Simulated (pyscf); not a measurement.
`[CH3][OH]` + `[OH][In]` [singlet] → `[CH3][In]([OH])[OH]` (insertion; singlet surface; C–O broken, C–In, In–O formed). Optimised with ωB97X-D3(BJ)/def2-SVP in PySCF. Energies in kJ/mol from the separated reactants.

```
level                      barrier  reaction energy
----------------------  ----------  ---------------
ωB97X-D3(BJ)/def2-TZVP  (withheld)       (withheld)
r²SCAN/def2-TZVP        (withheld)            -51.8
B3LYP-D3(BJ)/def2-TZVP       220.6            -23.8
M06-2X/def2-TZVP             244.3            -49.8
ωB97M-D3(BJ)/def2-TZVP       247.1            -40.6
HF/def2-TZVP                 347.2            -13.5
```

Problem. What belongs in the gaps?

Solution. 
- ωB97X-D3(BJ)/def2-TZVP, barrier: 241.8
- ωB97X-D3(BJ)/def2-TZVP, reaction energy: -64.8
- r²SCAN/def2-TZVP, barrier: 192.6

The functionals in the table span 54.5 kJ/mol in this barrier, from r²SCAN to ωB97M-D3(BJ). On the reactant side the descent ends in a bound adduct, 62.3 kJ/mol under the separated species and 304.0 kJ/mol under the saddle at ωB97X-D3(BJ)/def2-TZVP. One saddle was located; it need not be the lowest between these sides. A restricted solution here is unstable towards spin polarisation, so biradical character is likely and single-reference numbers are less safe. Elements past Kr carry the def2 core potentials, without spin-orbit coupling.
